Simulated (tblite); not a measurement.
A tight-binding relaxation on cyanophosphaethyne (`N#CC#P`).

Computed with GFN2-xTB geometry optimisation, gas phase (tblite 0.8.0). Start geometry: from a force field or distance geometry. The input is one job of a driver script: a line of settings, then coordinates in Å.

Command:
```bash
OMP_NUM_THREADS=1 python probes_run.py task.json out
```

Input:
```
{"job": {"kind": "relax", "xc": "GFN2-xTB", "basis": "xTB"}, "charge": 0, "multiplicity": 1}
N     -1.951100    -0.022900    -0.019700
C     -0.807600    -0.003800    -0.018500
C      0.618300     0.002400     0.006900
P      2.150600     0.029100     0.008400
```

Output:
```
step      E/eV     max force
  0    -261.38134    4.746
  1    -261.29890    5.119
  2    -261.50687    1.641
  3    -261.49660    2.501
  4    -261.53415    0.219
  5    -261.53537    0.102
  6    -261.53554    0.035
  7    -261.53557    0.029
  8    -261.53564    0.012
  9    -261.53564    0.004
```

«max force» is the largest atomic force in eV/Å.

Q: From which step on does the largest force stay under 0.1 eV/Å, and how much energy is left to gain from there?

A: From step 6 (0.035 eV/Å), 0.1 meV above the end.

Summary of the converged run: energy lowered by 3.6 kcal/mol over 9 steps; largest atomic force 0.004 eV/Å at the end.

Q: Where do the atoms end?

A: 0.032 Å rms from the input after alignment:
```
atom  x, y, z in Å
N1    -1.9276   -0.0206   -0.0223
C2    -0.7722   -0.0088   -0.0109
C3     0.5732    0.0064    0.0005
P4     2.1369    0.0277    0.0098
```

Hardware: an Arm Neoverse V1 with one thread, shared host. Cost: under 0.1 s.
Labels such as C1 count atoms from 1, the log's own numbers from 0.
